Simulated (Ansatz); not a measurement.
A ladder of methods for SiH3O− (SMILES [O-][SiH3])

The species is SiH3O− (5 atoms), meant as a singlet with charge -1. As SMILES, `[O-][SiH3]`. The shape is that of a GFN2-xTB optimisation.

```xyz
5

O    -1.4442    0.2714    0.7001
Si   -0.0827    0.0156    0.0398
H    -0.1044   -0.2474   -1.4526
H     0.6978   -1.1746    0.5614
H     0.9335    1.1350    0.1513
```

Quantity: the energy change with the Si2–H4 bond stretched from 1.516 to 1.895 Å, in eV. The values are calculated.

```csv
level,kind,program,value (eV),less FCI/STO-3G
HF/STO-3G (restricted),Hartree–Fock,Ansatz,1.31,+0.51
BLYP/STO-3G (restricted),GGA,Ansatz,0.56,-0.24
revPBE/STO-3G (restricted),GGA,Ansatz,0.57,-0.23
PBE0/STO-3G (restricted),global hybrid,Ansatz,0.82,+0.02
CAM-B3LYP/STO-3G (restricted),range-separated hybrid,Ansatz,0.88,+0.08
wB97X/STO-3G (restricted),range-separated hybrid,Ansatz,0.91,+0.11
CCSD(T)/STO-3G (restricted),coupled cluster or CI,Ansatz,0.80,0.00
CCSDT(Q)/STO-3G (restricted),coupled cluster or CI,Ansatz,0.79,-0.01
FCI/STO-3G,exact in the basis,Ansatz,0.80,0.00
```

FCI/STO-3G is exact within its basis and frozen core, so for wave-function methods in that basis the difference is their error; functionals converge differently with the basis, so for them it is only a difference. Sets without diffuse functions describe the anion poorly. The first shape isn't each level's own minimum. The values span 0.56 to 1.31 eV. All rows use very small basis sets, so none should be taken for the real molecule's value.
